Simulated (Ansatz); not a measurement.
Geometry optimisation, Ansatz, RKS PBE-D4/def2-SVP.

Input:

```yaml
crystal:
  periodic: [false, false, false]
  atoms:
    - { symbol: C, position_ang: [-0.6699, 0.5102, -0.2355] }
    - { symbol: Al, position_ang: [0.8144, -0.6218, 0.2273] }
    - { symbol: F, position_ang: [0.6936, -1.6745, 1.6693] }
    - { symbol: H, position_ang: [-0.3141, 1.6249, -0.2499] }
    - { symbol: H, position_ang: [-1.5286, 0.4127, 0.4784] }
    - { symbol: H, position_ang: [-1.0916, 0.3005, -1.2578] }
    - { symbol: H, position_ang: [2.1574, -0.62, -0.6774] }
basis:
  gaussian: { orbitals: def2-SVP }
hamiltonian:
  xc: pbe
  dispersion: d4
relax:
  f_tol: 0.015
  max_steps: 40
```

Run as:

```bash
$ ansatz run input.yaml --threads 1 --pin off --max-ram 2048MiB --backend cpu --events-out ev --progress --plain --runs-dir out
```

Where does it end, and by what steps?

The forces met the threshold. After 4 steps the energy has fallen by 0.218 eV; F3 moved furthest, 0.12 Å.

```json
{"step": "0", "energy less start (eV)": "0.0000", "largest force component (eV/Å)": "1.855", "accepted": "yes"}
{"step": "1", "energy less start (eV)": "-0.1718", "largest force component (eV/Å)": "1.121", "accepted": "yes"}
{"step": "2", "energy less start (eV)": "-0.2155", "largest force component (eV/Å)": "0.150", "accepted": "yes"}
{"step": "3", "energy less start (eV)": "-0.2181", "largest force component (eV/Å)": "0.044", "accepted": "yes"}
{"step": "4", "energy less start (eV)": "-0.2185", "largest force component (eV/Å)": "0.005", "accepted": "yes"}
```

```xyz
7
Properties=species:S:1:pos:R:3
C -0.691 0.535 -0.226
Al 0.823 -0.615 0.214
F 0.724 -1.620 1.563
H -0.380 1.602 -0.248
H -1.528 0.435 0.493
H -1.079 0.302 -1.241
H 2.192 -0.706 -0.600
```

Whether the end is a true minimum wasn't checked by a vibrational analysis.

Time of the run: 12 s on 1 thread of Intel(R) Xeon(R) Platinum 8175M CPU @ 2.50GHz (Skylake/Cascade Lake), with other jobs on the host, peak memory 0.15 GiB.
